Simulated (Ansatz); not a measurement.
Born–Oppenheimer molecular dynamics of HOSSi (4 atoms, charge 1, multiplicity 1). It starts from a relaxed structure.

These are results of Ansatz, UHF/6-31G*, not measurements.

- ensemble: NVE (velocity Verlet)
- time step: 0.5 fs
- steps asked: 250
- starting velocities drawn for: 3000 K
- masses: H 3.016 u
- seed: 817590

First frame:

```xyz
4
Properties=species:S:1:pos:R:3
O 0.777 -0.643 0.714
Si -0.025 0.350 -0.211
S -0.904 -1.341 0.360
H 0.152 1.634 -0.864
```

Q: How far do the bonds stretch over the last three quarters of this one trajectory? (Pairs bonded in most of those frames.)

A: 
```
  bond  mean (Å)  spread (Å)  shortest  longest
O1–Si2     1.629       0.053      1.53     1.71
Si2–S3     2.047       0.043      1.95     2.11
Si2–H4     1.483       0.039      1.41     1.55
```

Mean temperature of the second half: 4519 K. The conserved energy stayed within 0.11 meV per atom of its start (net change 0.047 meV per atom), so the integration is sound. The system heated up, since it started high on the potential surface and ran downhill. A run of 0.12 ps of so small a system gives no equilibrium averages. Limits of this set-up: the dipole of an ion depends on the origin.

Run time: 2.6 min on 1 thread of Intel(R) Xeon(R) Platinum 8559C (Emerald Rapids), on a shared host, peak memory 0.14 GiB.
